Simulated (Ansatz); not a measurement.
# C2H6Al radical: a spread of methods and bases, part 2 of 2

Ansatz 0.2.0, Gaussian basis; the settings change from run to run.

## (7) PBE/aug-cc-pVDZ

Options: finite nuclei.

Contents of in.yaml:

```yaml
crystal:
  periodic: [false, false, false]
  atoms:
    - {symbol: C, position_ang: [-0.810682, 1.130628, -0.941489]}
    - {symbol: Al, position_ang: [0.730955, 0.705543, 0.211938]}
    - {symbol: C, position_ang: [0.877252, -1.111394, 0.957803]}
    - {symbol: H, position_ang: [-1.467824, 0.264482, -1.069024]}
    - {symbol: H, position_ang: [-0.481864, 1.460855, -1.931942]}
    - {symbol: H, position_ang: [-1.401501, 1.950049, -0.519741]}
    - {symbol: H, position_ang: [0.915286, -1.838213, 0.137403]}
    - {symbol: H, position_ang: [-0.021771, -1.337921, 1.543504]}
    - {symbol: H, position_ang: [1.748748, -1.270329, 1.594450]}
basis:
  gaussian: {orbitals: aug-cc-pVDZ, nuclear_model: gaussian}
magnetization: {spin_polarized: true, initial_magnetization: 1}
hamiltonian: {xc: {name: PBE}}
output: {forces: true}
```

On the command line:

```
ansatz run in.yaml --threads 2 --pin off --events-out ev --progress --plain --max-ram 32768MiB --backend cpu
```

The program printed, cut to the lines that bear on the results:

```text
Functional definition: PBE
  name "PBE"
  cite "Perdew, Burke & Ernzerhof, Phys. Rev. Lett. 77, 3865 (1996) doi:10.1103/PhysRevLett.77.3865"
  parent pbe
[...]
1180 factors; their error is unknown
[...]
mean field -8760.96445925 eV, -321.9595054824 hartree, gradient 5.5e-5 eV, S^2 0.751139; 0 other end points of the search recorded, 0 dependent functions left out
[...]
reference -8760.96456479 eV, -321.9595093611 hartree; 16, 15 occupied and 111, 112 virtual orbitals, 1180 factors
Total energy: -8760.96456479 eV, -321.9595093611 hartree
Atom 0 at    -0.810682     1.130628    -0.941489 Å, force     0.108918    -0.024726     0.077376 eV/Å
Atom 1 at     0.730955     0.705543     0.211938 Å, force     0.230713     0.235261     0.065592 eV/Å
Atom 2 at     0.877252    -1.111394     0.957803 Å, force     0.059244     0.132221    -0.007406 eV/Å
Atom 3 at    -1.467824     0.264482    -1.069024 Å, force    -0.283277    -0.373550    -0.054919 eV/Å
Atom 4 at    -0.481864     1.460855    -1.931942 Å, force     0.132435     0.154230    -0.422977 eV/Å
Atom 5 at    -1.401501     1.950049    -0.519741 Å, force    -0.252179     0.358417     0.168095 eV/Å
Atom 6 at     0.915286    -1.838213     0.137403 Å, force     0.013621    -0.306936    -0.350928 eV/Å
Atom 7 at    -0.021771    -1.337921     1.543504 Å, force    -0.384773    -0.094335     0.246959 eV/Å
Atom 8 at     1.748748    -1.270329     1.594450 Å, force     0.375299    -0.080581     0.278208 eV/Å
Dipole moment:    -0.071259    -0.071279    -0.020723 e Å
```

Wall time 9 s (2 threads, shared host).

Largest force 0.474 eV/Å, dipole 0.49 D, ⟨S²⟩ 0.751.

## (8) BLYP/aug-cc-pVTZ

Options: atoms shaken by 0.15 Å, D4 dispersion.

Contents of in.yaml:

```yaml
crystal:
  periodic: [false, false, false]
  atoms:
    - {symbol: C, position_ang: [-0.919265, 0.984741, -1.052834]}
    - {symbol: Al, position_ang: [0.500009, 0.874424, 0.276986]}
    - {symbol: C, position_ang: [0.752238, -1.018192, 0.988292]}
    - {symbol: H, position_ang: [-1.326492, 0.247291, -1.267644]}
    - {symbol: H, position_ang: [-0.941521, 1.818497, -1.836839]}
    - {symbol: H, position_ang: [-1.429289, 2.006553, -0.343000]}
    - {symbol: H, position_ang: [1.049497, -1.877320, 0.055401]}
    - {symbol: H, position_ang: [-0.092685, -1.300517, 1.485967]}
    - {symbol: H, position_ang: [1.833892, -1.286296, 1.361563]}
basis:
  gaussian: {orbitals: aug-cc-pVTZ}
magnetization: {spin_polarized: true, initial_magnetization: 1}
hamiltonian: {xc: {name: BLYP}, dispersion: d4}
output: {forces: true}
```

Launched as before.

The program printed, cut to the lines that bear on the results:

```text
Functional definition: BLYP
  name "BLYP"
  cite "Becke, Phys. Rev. A 38, 3098 (1988) doi:10.1103/PhysRevA.38.3098"
  cite "Lee, Yang & Parr, Phys. Rev. B 37, 785 (1988) doi:10.1103/PhysRevB.37.785"
[...]
1130 factors; their error is unknown
[...]
mean field -8764.18882006 eV, -322.0779985566 hartree, gradient 7.2e-5 eV, S^2 0.751380; 0 other end points of the search recorded, 0 dependent functions left out
[...]
reference -8764.18925992 eV, -322.0780147213 hartree; 16, 15 occupied and 264, 265 virtual orbitals, 1130 factors
Total energy: -8764.50590741 eV, -322.0896513017 hartree
Atom 0 at    -0.919265     0.984741    -1.052834 Å, force     6.461596    16.732603     3.926531 eV/Å
Atom 1 at     0.500009     0.874424     0.276986 Å, force     0.588278    -0.759177    -0.172600 eV/Å
Atom 2 at     0.752238    -1.018192     0.988292 Å, force     5.640358    -1.234182    -4.061700 eV/Å
Atom 3 at    -1.326492     0.247291    -1.267644 Å, force    -7.683484   -11.752791    -3.152790 eV/Å
Atom 4 at    -0.941521     1.818497    -1.836839 Å, force     0.723529    -1.563992     0.011774 eV/Å
Atom 5 at    -1.429289     2.006553    -0.343000 Å, force     0.028664    -3.194129    -0.772107 eV/Å
Atom 6 at     1.049497    -1.877320     0.055401 Å, force    -1.751058     2.205860     1.533935 eV/Å
Atom 7 at    -0.092685    -1.300517     1.485967 Å, force    -1.901008    -1.360103     1.825005 eV/Å
Atom 8 at     1.833892    -1.286296     1.361563 Å, force    -2.106875     0.925910     0.861952 eV/Å
Dipole moment:    -0.035613     0.055159    -0.035036 e Å
```

Wall time 17 s (2 threads, shared host); peak memory 0.44 GiB.

Largest force 18.362 eV/Å, dipole 0.36 D, ⟨S²⟩ 0.751.

## (9) RPA/cc-pVTZ

Options: atoms shaken by 0.15 Å, relativity set to none, correlated electrons set to outside_noble_gas, high accuracy.

Contents of in.yaml:

```yaml
crystal:
  periodic: [false, false, false]
  atoms:
    - {symbol: C, position_ang: [-0.643427, 1.323618, -0.900188]}
    - {symbol: Al, position_ang: [0.567548, 0.683200, 0.225993]}
    - {symbol: C, position_ang: [0.940859, -1.059252, 0.891291]}
    - {symbol: H, position_ang: [-1.480190, 0.169708, -1.021502]}
    - {symbol: H, position_ang: [-0.552359, 1.316861, -2.295969]}
    - {symbol: H, position_ang: [-1.509409, 2.036590, -0.474425]}
    - {symbol: H, position_ang: [0.957374, -2.105380, 0.271011]}
    - {symbol: H, position_ang: [-0.148434, -1.357318, 1.753331]}
    - {symbol: H, position_ang: [1.930138, -1.269500, 1.662088]}
basis:
  gaussian: {orbitals: cc-pVTZ}
magnetization: {spin_polarized: true, initial_magnetization: 1}
hamiltonian: {xc: {name: HF}, pseudopotentials: {relativity: none}}
correlation: {method: rpa, electrons: outside_noble_gas}
accuracy: high
```

The command is unchanged.

The program printed:

```text
Functional definition: HF
  name "HF"
  cite "Fock, Z. Phys. 61, 126 (1930) doi:10.1007/BF01340294"
  parent pbe
  exchange = exact_x
  correlation = 0
3247 factors; integrals over basis functions are off by at most 2.3e-8 eV
mean field evaluation 1: about -8730.7958 eV, gradient 2.0e1 eV
mean field evaluation 2: about -8730.8016 eV, gradient 2.0e1 eV
mean field evaluation 4: about -8734.0247 eV, gradient 3.0e0 eV
mean field evaluation 8: about -8734.2549 eV, gradient 1.9e-1 eV
mean field -8734.25608880 eV, -320.9779909718 hartree, gradient 2.9e-8 eV, S^2 0.754219; 0 other end points of the search recorded, 0 dependent functions left out
7 core orbitals not correlated: weight in the atoms' cores, before any rotation towards them, 1.000 or more for the frozen orbitals, at most 0.000 for the correlated occupied ones
reference -8734.25608880 eV, -320.9779909718 hartree; 9, 8 occupied and 162, 163 virtual orbitals, 3247 factors
Total energy: -8749.28103282 eV, -321.5301474803 hartree
```

Run time: 36 s. Hardware: 2 threads, shared host; peak memory 1 GiB.

⟨S²⟩ 0.754.

## (10) RPA/def2-TZVPD

This run has restricted open-shell orbitals, a grid of angular degree 47, correlated electrons set to all, the search for lower states set to full.

Contents of in.yaml:

```yaml
crystal:
  periodic: [false, false, false]
  atoms:
    - {symbol: C, position_ang: [-0.810682, 1.130628, -0.941489]}
    - {symbol: Al, position_ang: [0.730955, 0.705543, 0.211938]}
    - {symbol: C, position_ang: [0.877252, -1.111394, 0.957803]}
    - {symbol: H, position_ang: [-1.467824, 0.264482, -1.069024]}
    - {symbol: H, position_ang: [-0.481864, 1.460855, -1.931942]}
    - {symbol: H, position_ang: [-1.401501, 1.950049, -0.519741]}
    - {symbol: H, position_ang: [0.915286, -1.838213, 0.137403]}
    - {symbol: H, position_ang: [-0.021771, -1.337921, 1.543504]}
    - {symbol: H, position_ang: [1.748748, -1.270329, 1.594450]}
basis:
  gaussian: {orbitals: def2-TZVPD, final_grid: {core_spheres: 20, valence_spheres: 16, degree: 47}}
magnetization: {spin_polarized: false, initial_magnetization: 1}
hamiltonian: {xc: {name: PBE}}
correlation: {method: rpa, electrons: all}
scf: {lower_state_search: full}
```

Same command.

The program printed, cut to the lines that bear on the results:

```text
Functional definition: PBE
  name "PBE"
  cite "Perdew, Burke & Ernzerhof, Phys. Rev. Lett. 77, 3865 (1996) doi:10.1103/PhysRevLett.77.3865"
  parent pbe
[...]
1182 factors; integrals over basis functions are off by at most 1.0e-3 eV
[...]
mean field -8761.96407496 eV, -321.9962406822 hartree, gradient 8.6e-6 eV, S^2 0.750000; 5 other end points of the search recorded, 0 dependent functions left out
[...]
reference -8738.21891076 eV, -321.1236219928 hartree; 16, 15 occupied and 155, 156 virtual orbitals, 1182 factors
Total energy: -8764.53112638 eV, -322.0905780821 hartree
```

Run time: 47 s. Hardware: 2 threads, shared host; peak memory 0.59 GiB.

## (11) The runs in one table

```tsv
level	charge	multiplicity	geometry	functions	energy (eV)	time
RPBE/cc-pVTZ-DK	0	2	relaxed	178	-8781.464	9.6 s
PBEsol/def2-mTZVP	0	2	relaxed	78	-8738.332	2.7 s
wB97X/x2c-TZVPPall	0	2	relaxed	188	-8780.929	79 s
PBEsol/aug-pcseg-2	1	1	scaled	280	-8731.855	14 s
wB97/cc-pVDZ	0	2	shaken	76	-8766.596	6.5 s
PBE/aug-cc-pVDZ	0	2	relaxed	127	-8760.965	9 s
BLYP/aug-cc-pVTZ	0	2	shaken	280	-8764.506	17 s
RPA/cc-pVTZ	0	2	shaken	178	-8749.281	36 s
RPA/def2-TZVPD	0	2	relaxed	171	-8764.531	47 s
```

## (12) What came out

This closing draws on all 2 parts.

| quantity | value |
| --- | --- |
| runs | 9 |
| quickest | PBEsol/def2-mTZVP, 2.7 s |
| slowest | wB97X/x2c-TZVPPall, 79 s |
| spread of total energies, same state and geometry | 43.1 eV |
| dipole, same state and geometry | 0.43 to 0.52 D |

Run time spans a factor of 30, from PBEsol/def2-mTZVP to wB97X/x2c-TZVPPall. The jobs differ in tasks and options as well as level. Total energies at one charge and spin differ by 43 eV between levels, so only differences within one level mean anything. Some of these runs are scalar-relativistic and others not, which shifts the totals of all-electron atoms past neon by eV; core potentials, where a basis has them, take the core out of the total altogether. At the PBE0-D4/def2-TZVP geometry and in the same state, runs without warnings or point charges leave forces up to 0.47 eV/Å (PBE/aug-cc-pVDZ), against 18.4 eV/Å where the atoms were moved. At that geometry and state the dipole changes by 19 % between the lowest and highest value.
